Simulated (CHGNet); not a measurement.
**Solid CO2 (dry ice)**

Level of theory: the machine-learned potential CHGNet 0.3.0 (trained on PBE and PBE+U data).

Cell (relaxed at this level):

```yaml
crystal:
  lattice:
    - [6.19394, 0.00000, 0.00000]
    - [0.00000, 6.19394, 0.00000]
    - [0.00000, 0.00000, 6.19394]
  atoms:
    - { symbol: C, position: [0.00000, 0.50000, 0.50000] }
    - { symbol: C, position: [0.50000, 0.00000, 0.50000] }
    - { symbol: C, position: [0.00000, 0.00000, 0.00000] }
    - { symbol: C, position: [0.50000, 0.50000, 0.00000] }
    - { symbol: O, position: [0.89031, 0.60969, 0.39031] }
    - { symbol: O, position: [0.39031, 0.89031, 0.60969] }
    - { symbol: O, position: [0.89031, 0.89031, 0.89031] }
    - { symbol: O, position: [0.10969, 0.10969, 0.10969] }
    - { symbol: O, position: [0.60969, 0.39031, 0.89031] }
    - { symbol: O, position: [0.60969, 0.10969, 0.39031] }
    - { symbol: O, position: [0.39031, 0.60969, 0.10969] }
    - { symbol: O, position: [0.10969, 0.39031, 0.60969] }
```

| Quantity | Result |
|---|---|
| equilibrium lattice constant a | 6.194 Å |
| volume per atom | 19.80 Å³/atom |

Measured, for comparison: lattice constant a 5.56 Å, equilibrium volume per atom 14.32 Å³/atom (5 K, zero-point motion not removed; as tabulated in Tran et al. (2019), arXiv:1903.00284). Computed (rounded) less measured: lattice constant a +11.4 %, equilibrium volume per atom +38.3 %.

A machine-learned potential is trained on density-functional data: it inherits that level's misses and adds fitting errors of its own.

Note: this model's volume lies 34 % above that of the starting cell (a measured, published or database cell); the cell moved over 20 % in volume from its start.
